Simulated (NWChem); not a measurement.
**Correlation energy of NO (+1)**

```xyz
2

N      0.0000     0.0000     0.5653
O      0.0000     0.0000    -0.4946
```
Charge +1, spin multiplicity 1.

All runs are NWChem calculations. All single points use one geometry, from PBE0/def2-SVP, a minimum by its harmonic frequencies.

Basis set: cc-pVTZ. Each correlation energy counts from its own Hartree-Fock reference.

| method | correlation energy (mHa) | difference from CCSD(T) |
|---|---|---|
| RI-MP2 | -404.6 | +13.0 |
| MP2 | -404.6 | +13.0 |
| SCS-MP2 | -395.1 | +22.5 |
| CR-CCSD[T] | -415.3 | +2.3 |
| CR-CCSD(T) | -414.0 | +3.6 |
| CCSD | -398.0 | +19.5 |
| CCSD+T(CCSD) | -419.3 | -1.7 |
| CCSD(T) | -417.6 | 0.0 |

The values span 24.2 mHa, from CCSD+T(CCSD) (lowest) to SCS-MP2 (highest). 

The correlated methods keep 2 core orbitals frozen. The structure started from a generated list of species. Coupled-cluster values serve here as a point of comparison, not as the truth.
